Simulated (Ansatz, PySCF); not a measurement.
ethylamine (C2H7N), SMILES CCN. Atoms are numbered in the order given.

```xyz
10

C      1.1792     0.4556     0.0179
C      0.0473    -0.5531    -0.1021
N     -1.2499     0.1196    -0.0005
H      2.1500    -0.0314    -0.0905
H      1.0859     1.2273    -0.7475
H      1.1613     0.9464     0.9949
H      0.1883    -1.3461     0.6477
H      0.0926    -1.0364    -1.0815
H     -2.0102    -0.5434    -0.0949
H     -1.3499     0.5571     0.9091
```

Geometry: B3LYP-D3(BJ)/def2-TZVP. The values are those of a single conformer.

Two levels are set side by side: PBE-D3(BJ)/def2-TZVP (Ansatz, an electronic-structure program) and B3LYP-D3(BJ)/def2-TZVP (Ansatz). Each level has its own optimised geometry; the coordinates shown are those of the second. Frequencies come from the Hessian of PySCF at each geometry. Differences are taken from unrounded values.

| quantity | B3LYP-D3(BJ) | PBE-D3(BJ) | PBE-D3(BJ) minus B3LYP-D3(BJ) |
|---|---|---|---|
| mean bond length (Å) | 1.165 | 1.172 | 0.007 |
| bond C1–C2 (Å) | 1.521 | 1.523 | 0.002 |
| bond C2–N3 (Å) | 1.465 | 1.469 | 0.004 |
| bond C1–H4 (Å) | 1.092 | 1.099 | 0.008 |
| bond C1–H5 (Å) | 1.091 | 1.099 | 0.008 |
| bond C1–H6 (Å) | 1.094 | 1.102 | 0.008 |
| bond C2–H7 (Å) | 1.100 | 1.110 | 0.010 |
| bond C2–H8 (Å) | 1.093 | 1.102 | 0.009 |
| bond N3–H9 (Å) | 1.013 | 1.022 | 0.009 |
| bond N3–H10 (Å) | 1.014 | 1.023 | 0.009 |
| highest harmonic wavenumber (cm⁻¹) | 3556 | 3472 | -84 |
| mean harmonic wavenumber (cm⁻¹) | 1690 | 1646 | -44 |
| zero-point energy (kcal/mol) | 57.99 | 56.47 | -1.52 |

Exact exchange shortens and stiffens bonds; PBE has none. Differences between two approximate levels are no errors against the true value.
